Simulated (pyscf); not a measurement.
Addition across a multiple bond or ene-type step: HN=Nb(Cl)(Cl)–Cl (SMILES [NH]=[Nb]([Cl])([Cl])[Cl]) + H₂O (SMILES O) -> H₂N–Nb(OH)(Cl)(Cl)–Cl (SMILES [NH2][Nb]([OH])([Cl])([Cl])[Cl])

Gas phase, singlet surface, charge 0. Bonds broken: O7–H8. Bonds formed: N1–H8, Nb2–O7. Optimised with ωB97X-D3(BJ)/def2-SVP in PySCF.

Transition state (Å):

```xyz
9

N      0.2278    -0.6485     1.5548
Nb     0.0449     0.1237    -0.0813
Cl     1.4365     1.9106    -0.3693
Cl    -1.9507    -0.1208    -1.2386
Cl     1.1889    -1.4451    -1.2817
H      0.7923    -1.2992     2.0948
O     -1.2011     1.1734     1.3124
H     -0.6592     0.2077     1.8893
H     -2.1552     1.2251     1.1740
```

One imaginary mode, 1695i cm⁻¹; descent along it reached the two sides named, in the forms told below.

| bond | change | reactant side (Å) | saddle | product side |
|---|---|---|---|---|
| O7–H8 | breaks | 0.968 | 1.249 | 2.7 |
| N1–H8 | forms | 3.4 | 1.277 | 1.017 |
| Nb2–O7 | forms | 2.277 | 2.144 | 1.844 |

Electronic energies relative to the separated reactants (kcal/mol):

```json
[
 {"level": "ωB97X-D3(BJ)/def2-TZVP", "barrier": "12.9", "reaction energy": "-23.1", "reverse barrier": "36.0"},
 {"level": "PBE/def2-TZVP", "barrier": "10.5", "reaction energy": "-20.7", "reverse barrier": "31.2"},
 {"level": "r²SCAN/def2-TZVP", "barrier": "9.1", "reaction energy": "-24.7", "reverse barrier": "33.8"},
 {"level": "B3LYP-D3(BJ)/def2-TZVP", "barrier": "12.8", "reaction energy": "-22.3", "reverse barrier": "35.1"},
 {"level": "PBE0-D3(BJ)/def2-TZVP", "barrier": "11.4", "reaction energy": "-22.2", "reverse barrier": "33.6"},
 {"level": "M06-2X/def2-TZVP", "barrier": "13.3", "reaction energy": "-20.5", "reverse barrier": "33.9"},
 {"level": "ωB97M-D3(BJ)/def2-TZVP", "barrier": "14.6", "reaction energy": "-20.5", "reverse barrier": "35.2"},
 {"level": "HF/def2-TZVP", "barrier": "28.4", "reaction energy": "-16.2", "reverse barrier": "44.6"}
]
```

With ωB97M-D3(BJ)/def2-TZVP energies and thermal terms (ideal gas, 1 atm, RRHO with modes under 100 cm⁻¹ raised to 100, one conformer, R ln 2 for chiral ones without a mode under 150 cm⁻¹), in kcal/mol:

```tsv
T (K)	ΔH‡	ΔG‡	ΔH	ΔG
298	12.7	23.4	-19.1	-8.9
600	12.9	34.2	-18.3	+1.1
900	13.7	44.6	-17.2	+10.5
1200	14.5	54.8	-16.0	+19.6
```

On the reactant side the descent ends in an adduct with a Nb–O contact, 15.3 kcal/mol under the separated species and 28.2 kcal/mol under the saddle at ωB97X-D3(BJ)/def2-TZVP. What is counted as formed (Nb–O) is already present as a longer contact in the reactant adduct; forming that adduct is a step of its own. At the saddle there is also a short H–Nb contact that neither side keeps. This is the saddle that the search found; another between the same sides may lie lower. Elements past Kr carry the def2 core potentials, without spin-orbit coupling.
